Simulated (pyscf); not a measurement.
This saddle point was located with ωB97X-D3(BJ)/def2-SVP in PySCF.

```
Si
F 1 1.6023
F 1 1.6105 2 106.57
F 1 1.6152 2 112.98 3 -106.12
F 1 1.7960 2 101.44 3 91.10
Si 5 1.9016 1 97.23 2 94.29
F 6 1.6316 5 91.73 1 88.79
H 1 1.6365 2 93.56 3 169.21
```
Charge 0, spin multiplicity 1.

Surface: singlet, charge 0. Lowest wavenumbers (cm⁻¹): 98i, 40, 162, 203, 248.

Which two sides does it connect, and which bonds change?

F–Si:–F (SMILES F[Si]F) [singlet] + F–SiH(F)–F (SMILES F[SiH](F)F) <-> F–Si(F)(F)–F (SMILES F[Si](F)(F)F) + F–SiH: (SMILES F[SiH]) [singlet], a four-centre exchange read from left to right: F–Si, H–Si broken and F–Si, H–Si formed. At ωB97M-D3(BJ)/def2-TZVP it lies +99.5 kJ/mol from the left side and +24.3 kJ/mol from the right (each side as separated species at their lowest minima found). On the product side the descent ends in an adduct with a F–Si, H–Si contact, 2.0 kJ/mol over the separated species and 11.9 kJ/mol under the saddle at ωB97X-D3(BJ)/def2-TZVP. What is counted as broken (F–Si, H–Si) persists as a longer contact in the product adduct; parting that adduct is a step of its own. At ωB97X-D3(BJ)/def2-TZVP the barrier from the zero used here is 87.3 kJ/mol. This is the saddle that the search found; another between the same sides may lie lower.
